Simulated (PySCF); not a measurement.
System (SMILES): C=CCl.
Geometry (B3LYP-D3(BJ)/def2-TZVP, fixed):
```
C
C 1 1.3205
H 1 1.0805 2 123.94
H 2 1.0811 1 122.25 3 180.00
H 2 1.0820 4 118.23 1 180.00
Cl 1 1.7376 3 112.62 2 180.00
```

How fast the lowest singlet excitation energy converges with the basis for several methods (PySCF): deviation from each method's own reference, in eV. References: CAM-B3LYP 6.654 eV, the value in aug-pcseg-2; PBE 6.056 eV, the value in aug-pcseg-2; PBE0 6.562 eV, the value in aug-pcseg-2. All functions are spherical. Density fitting with generated auxiliary sets. No added dispersion term, no relativity. Tamm-Dancoff approximation, the state taken by its order.

```
basis              functions  CAM-B3LYP  PBE   PBE0
-----------------  ---------  ---------  ---  -----
aug-pcseg-1              100      0.046    …  0.050
aug-cc-pV(D+d)Z          105      0.004    …  0.016
6-311++G(2d,2p)          119      0.039    …  0.053
6-311++G(3df,3pd)        179      0.033    …  0.050
aug-pcseg-2              211      0.000    …  0.000
aug-cc-pV(T+d)Z          216     -0.005    …  0.003
```

Q: Complete the blanks.

A: 
- aug-pcseg-1, PBE: 0.045
- aug-cc-pV(D+d)Z, PBE: 0.026
- 6-311++G(2d,2p), PBE: 0.077
- 6-311++G(3df,3pd), PBE: 0.082
- aug-pcseg-2, PBE: 0.000
- aug-cc-pV(T+d)Z, PBE: 0.014

Mean absolute deviation over 6-311++G(2d,2p), 6-311++G(3df,3pd), aug-cc-pV(T+d)Z: CAM-B3LYP 0.026, PBE0 0.035, PBE 0.057 eV.
